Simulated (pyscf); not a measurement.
A first-order saddle from PySCF, ωB97X-D3(BJ)/def2-SVP:

```
Si
N 1 1.7320
H 2 1.0142 1 119.88
H 2 1.0171 3 112.71 1 142.81
Si 1 2.3200 2 107.17 3 -153.36
H 5 1.4791 1 126.47 2 12.07
H 5 1.5063 6 105.80 1 -137.72
H 5 1.7748 6 105.53 7 -81.79
H 8 0.8456 5 81.20 6 -80.19
Cl 9 1.9052 8 162.31 5 -4.12
Si 1 2.3366 2 108.77 3 -37.19
H 11 1.4939 1 108.75 2 179.08
H 11 1.4942 12 108.64 1 -121.66
H 11 1.4943 12 108.70 13 -117.84
Si 1 2.3442 2 119.68 3 90.86
H 15 1.4880 1 111.20 2 7.78
H 15 1.4952 16 110.32 1 -121.74
H 15 1.4982 16 108.48 17 -116.80
```

Surface: singlet, charge 0. Lowest wavenumbers (cm⁻¹): 583i, 72, 78, 87, 101.

Problem. What reaction is this the transition state of?

Solution. `[NH2][Si]([SiH3])([SiH3])[SiH3]` + `[ClH]` <-> `[NH2][Si]([SiH3])([SiH3])[SiH2][Cl]` + `[H][H]`, a four-centre exchange read from left to right: H–Si, Cl–H broken and Cl–Si, H–H formed. At ωB97M-D3(BJ)/def2-TZVP it lies +123.6 kJ/mol from the left side and +195.7 kJ/mol from the right (each side as separated species at their lowest minima found). At the saddle there is also a short H–Si contact that neither side keeps. H₂N–Si(SiH₃)(SiH₃)–SiH₃ lies 53.0 kJ/mol over its isomer H₃Si–NH–SiH(SiH₃)–SiH₃ (electronic energy, ωB97M-D3(BJ)/def2-TZVP). This is the saddle that the search found; another between the same sides may lie lower.
